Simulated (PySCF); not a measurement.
# CH₄: adding exact exchange

Base calculation in PySCF with density fitting and no spin–orbit coupling, PBE/def2-TZVP (no relativity): singlet, Td, C–H 1.096 Å (×4); wavenumbers 1286 (×3), 1509 (×2), 2976, 3091 (×3) cm⁻¹; gap between the highest occupied and lowest empty levels 10.31 eV, polar-tensor charge of C -0.03 e, atomisation energy (no zero-point energy) 1755 kJ/mol.

Q: What changes on going to PBE0/def2-TZVP (no relativity)?

A: The point group stays the same. Changes: mean bond to C -0.006 Å, highest wavenumber +79 cm⁻¹, lowest wavenumber +41 cm⁻¹, gap between the highest occupied and lowest empty levels +2.37 eV, polar-tensor charge of C 0.00 e, atomisation energy (no zero-point energy) -10 kJ/mol. The new structure has C–H 1.090 Å (×4), with wavenumbers 1327 (×3), 1552 (×2), 3049, 3170 (×3) cm⁻¹. Exact exchange shortens and stiffens the bonds and opens the gap, the usual pattern.

Each species is the lowest minimum found with this bonding; other isomers or fragments can lie lower.
